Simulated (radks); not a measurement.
# Cl²⁺ in [He] 2s2 2p4 3s2 3p3 3d2: an all-electron calculation

The task here is to estimate one member of a computed series from the others.

The numbers are computed with radks (a radial shooting solver on a logarithmic mesh, Libxc functionals) version 1 (Dirac Kohn-Sham, LDA (Slater exchange, Perdew-Wang correlation), spin-unpolarised, spherical densities, point nucleus; open shells fill j = l - 1/2 first), except any that are marked as measured or tabulated.

## What is computed

```
element       : chlorine (Z = 17)
charge        : +2
electrons     : 15
configuration : [He] 2s2 2p4 3s2 3p3 3d2
```

Set-up of the first run:

The run's settings:

```text
Z 17
configuration [He] 2s2 2p4 3s2 3p3 3d2
relativity Dirac
functional lda,pw
spin unpolarised
j_filling energy
nucleus point
c 137.035999084
```

Launch:

```bash
python run_ks.py task.json out
```

The same process makes all the runs of this session.

One of the session's tables, all rows but one given; the rest of the session is left out.

It belongs to the step «Shells». From the orbitals of this run (lengths in bohr):

```
level     <r>  outermost maximum (interpolated)  90 % within  nodes
1s1/2       ?                                 ?            ?      ?
2s1/2  0.4271                             0.353        0.664      1
2p1/2  0.3808                             0.288        0.627      0
2p3/2  0.3828                             0.290        0.630      0
3s1/2   1.304                              1.14         1.95      2
3p1/2   1.387                              1.17         2.12      1
3p3/2   1.393                              1.18         2.13      1
3d3/2   1.644                              1.21         2.71      0
3d5/2   1.646                              1.21         2.71      0
```

Q: Estimate the row for 1s1/2 from the others.

The run gave: <r>: 0.09108; outermost maximum (interpolated): 0.0596; 90 % within: 0.163; nodes: 0. In the column «<r>» it is the lowest.
